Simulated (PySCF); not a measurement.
Functional benchmark on one molecule

Molecule: isobutyric acid (SMILES C(C(C)C)(=O)O).

Atoms are numbered as in `[CH3:1][CH:2]([CH3:3])[C:4](=[O:5])[OH:6]`; H(Xn) means a hydrogen on atom n.

Geometry PBE0-D3(BJ)/def2-SVP throughout; GIAO in PySCF, gas phase, one conformer, non-relativistic; equivalent atoms averaged; basis pcSseg-1.

Reference values (measured; solution, not stated per compound (mostly CDCl3 or CCl4); Pretsch, Buehlmann, Badertscher, Structure Determination of Organic Compounds, 4th ed. (2009)): δ(C2) = 34.1 ppm, δ(C1/C3) = 18.8 ppm, δ(H(C2)) = 2.56 ppm, δ(H(C1)/H(C3)) = 1.21 ppm. Computed shifts are taken against TMS, calculated as an isolated molecule at each level.

How do the functionals HF, LDA, PBE, BLYP, BP86, OPBE, KT2, KT3, B97-D, B3LYP, PBE0, mPW1PW91, WP04, B97-2, BHandHLYP, CAM-B3LYP, wB97X-D, LC-wPBE perform against the reference? Times are CPU seconds on shared hosts with different chips, so compare them loosely.

Answers


| functional | kind | C2 | C1/C3 | H(C2) | H(C1)/H(C3) | mean abs. error C | mean abs. error H | core-s |
| --- | --- | --- | --- | --- | --- | --- | --- | --- |
| HF | Hartree–Fock | 30.0 | 18.6 | 1.91 | 1.24 | 2.2 | 0.34 | 3.7 |
| LDA | LDA | 35.9 | 20.2 | 2.51 | 1.15 | 1.6 | 0.06 | 10 |
| PBE | GGA | 35.5 | 20.9 | 2.42 | 1.17 | 1.7 | 0.09 | 13 |
| BLYP | GGA | 36.8 | 21.7 | 2.40 | 1.19 | 2.8 | 0.09 | 13 |
| BP86 | GGA | 35.7 | 21.0 | 2.40 | 1.18 | 1.9 | 0.10 | 14 |
| OPBE | GGA | 33.7 | 20.1 | 2.40 | 1.16 | 0.8 | 0.11 | 15 |
| KT2 | GGA | 34.6 | 20.9 | 2.41 | 1.17 | 1.3 | 0.09 | 18 |
| KT3 | GGA | 34.7 | 21.0 | 2.39 | 1.17 | 1.4 | 0.10 | 18 |
| B97-D | GGA | 35.4 | 21.4 | 2.39 | 1.20 | 1.9 | 0.09 | 17 |
| B3LYP | global hybrid | 35.4 | 21.0 | 2.29 | 1.19 | 1.7 | 0.15 | 12 |
| PBE0 | global hybrid | 34.0 | 20.0 | 2.26 | 1.18 | 0.7 | 0.17 | 21 |
| mPW1PW91 | global hybrid | 34.0 | 20.3 | 2.26 | 1.18 | 0.8 | 0.17 | 12 |
| WP04 | global hybrid | 37.7 | 21.3 | 2.25 | 1.20 | 3.1 | 0.16 | 12 |
| B97-2 | global hybrid | 34.0 | 20.4 | 2.27 | 1.18 | 0.8 | 0.16 | 12 |
| BHandHLYP | global hybrid | 33.5 | 20.0 | 2.15 | 1.20 | 0.9 | 0.21 | 12 |
| CAM-B3LYP | range-separated hybrid | 34.5 | 20.3 | 2.23 | 1.19 | 0.9 | 0.18 | 16 |
| wB97X-D | range-separated hybrid | 33.9 | 20.3 | 2.19 | 1.18 | 0.9 | 0.20 | 16 |
| LC-wPBE | range-separated hybrid | 32.6 | 19.2 | 2.14 | 1.16 | 0.9 | 0.23 | 24 |

For ¹³C the closest is PBE0 (0.7 ppm, with mPW1PW91, OPBE, B97-2, wB97X-D, BHandHLYP, CAM-B3LYP, LC-wPBE practically level) and the furthest WP04 (3.1 ppm).

For ¹H the closest is LDA (0.06 ppm) and the furthest HF (0.34 ppm). One molecule is a small sample, and vibrational and solvent effects are absent from the calculation.
